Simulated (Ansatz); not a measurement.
We consider 1T (CdI2-type) HfS2, described by PBEsol (Ansatz, a program for electronic structure, PAW).

Run with plane-wave cutoff 560 eV, 12×12×6 k mesh (along the axes of the cell as run), Fermi–Dirac smearing 0.01 eV, scalar-relativistic PAW data made under PBE.

Starting structure:

```yaml
crystal:
  lattice:
    - [3.63000, 0.00000, 0.00000]
    - [-1.81500, 3.14367, 0.00000]
    - [0.00000, 0.00000, 5.85000]
  atoms:
    - { symbol: Hf, position: [0.00000, 0.00000, 0.00000] }
    - { symbol: S, position: [0.33333, 0.66667, 0.25000] }
    - { symbol: S, position: [0.66667, 0.33333, 0.75000] }
```

Q: Into what structure does the relaxation of cell and atoms lead at this level, with the symmetry of the start kept?

A: The volume decreases by 0.5 %; final space group P-3m1.
```yaml
crystal:
  lattice:
    - [3.59245, 0.00000, 0.00000]
    - [-1.79623, 3.11115, 0.00000]
    - [0.00000, 0.00000, 5.94453]
  atoms:
    - { symbol: Hf, position: [0.00000, 0.00000, 0.00000] }
    - { symbol: S, position: [0.33333, 0.66667, 0.24382] }
    - { symbol: S, position: [0.66667, 0.33333, 0.75618] }
```

Note: the cell comes from a level without a dispersion term, which matters for the spacing of layers, chains or molecules; the cell has widely spaced layers and the level no dispersion term, so their spacing and the moduli can rest on weak binding.
